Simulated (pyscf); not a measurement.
Single points on ωB97X-D3(BJ)/def2-SVP structures (PySCF, gas phase).

### Question
PBE/def2-TZVP puts the barrier of `[O][Sn]([Cl])([Cl])[Cl]` [doublet] + `[H][H]` -> `[OH][Sn]([Cl])([Cl])[Cl]` + `[H]` [doublet] (hydrogen abstraction; doublet surface; H–H broken, H–O formed) at -4.3 kcal/mol and the reaction energy at -17.3 kcal/mol, from the separated reactants. What do PBE0-D3(BJ)/def2-TZVP, M06-2X/def2-TZVP, ωB97M-D3(BJ)/def2-TZVP give on the same structures?

### Answer
PBE0-D3(BJ): ΔE‡ = -0.7 kcal/mol, ΔE = -17.0 kcal/mol; M06-2X: ΔE‡ = 3.3 kcal/mol, ΔE = -17.3 kcal/mol; ωB97M-D3(BJ): ΔE‡ = 2.0 kcal/mol, ΔE = -16.0 kcal/mol. PBE's barrier lies under all of them, by 3.6 to 7.6 kcal/mol. Its reaction energy matches one of them and lies within 1.4 kcal/mol of the others. Low barriers are usual for a GGA, whose delocalisation error favours stretched bonds. At PBE, PBE0-D3(BJ) this geometry lies under the reactants; that is no barrier but a single point on another level's saddle; such a level's own saddle, if it has one, lies nearer that side and is low. This is the saddle that the search found; another between the same sides may lie lower. The angle at the transferred H is 153°. Elements past Kr carry the def2 core potentials, without spin-orbit coupling.
